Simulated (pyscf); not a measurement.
`[O]=[GaH]` + `[OH2]` → `[O]=[Ga][OH]` + `[H][H]` (four-centre exchange; singlet surface; Ga–H, H–O broken, Ga–O, H–H formed). Optimised with ωB97X-D3(BJ)/def2-SVP in PySCF. Energies in kJ/mol from the separated reactants.

```csv
level,barrier,reaction energy
ωB97X-D3(BJ)/def2-TZVP,109.6,-14.0
PBE/def2-TZVP,92.0,-10.0
r²SCAN/def2-TZVP,(withheld),-15.9
B3LYP-D3(BJ)/def2-TZVP,108.8,-11.7
M06-2X/def2-TZVP,92.7,-26.9
ωB97M-D3(BJ)/def2-TZVP,(withheld),(withheld)
```

What belongs in the gaps?


- r²SCAN/def2-TZVP, barrier: 91.9
- ωB97M-D3(BJ)/def2-TZVP, barrier: 114.3
- ωB97M-D3(BJ)/def2-TZVP, reaction energy: -6.7

The functionals in the table span 22.3 kJ/mol in this barrier, from r²SCAN to ωB97M-D3(BJ)/def2-TZVP. On the reactant side the descent ends in an adduct with a Ga–O contact (not fully relaxed), 67.6 kJ/mol under the separated species and 177.1 kJ/mol under the saddle at ωB97X-D3(BJ)/def2-TZVP. What is counted as formed (Ga–O) is already present as a longer contact in the reactant adduct; forming that adduct is a step of its own. At the saddle there is also a short Ga–H contact that neither side keeps. O=GaH lies 201.3 kJ/mol over its isomer HO–Ga [singlet] (electronic energy, ωB97M-D3(BJ)/def2-TZVP). One saddle was located; it need not be the lowest between these sides. Elements up to Kr have no core potential and no relativistic terms here.
